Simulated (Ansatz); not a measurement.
Reaction (SMILES): C#C[CH2] → C([CH2-])#C (an electron is taken up)

Property: adiabatic electron affinity (0 K, with zero-point energies), in eV. Positive where the reaction releases energy. Terms: no spin-orbit coupling; LANL2DZ all-electron up to Ne; 6-311+G** with 5d; UHF or UKS for open shells; non-relativistic; six Cartesian d functions in 6-31G* and its kin unless marked 5d. First-principles rows: single points at B3LYP-D3(BJ) geometries (Ansatz, a program for electronic structure), with unscaled harmonic terms from B3LYP/6-31G* at its own minima. Sets without +, aug- or the D of def2-TZVPD hold no diffuse functions, which anions need. A UHF reference is markedly spin-contaminated in at least one set, which strains HF and MP2.

```tsv
level	program	adiabatic electron affinity (0 K, with zero-point energies) (eV)
HF/STO-3G	Ansatz	-5.34
HF/3-21G	Ansatz	-1.49
HF/LANL2DZ	Ansatz	-0.99
HF/6-31G*	Ansatz	-1.25
HF/6-311+G**	Ansatz	-0.60
```

No value to compare with is used here. The 5 habitual levels span -5.34 (HF/STO-3G) to -0.60 eV (HF/6-311+G**).

The sets are all those run for this method; runs whose electronic state is in doubt are left out.
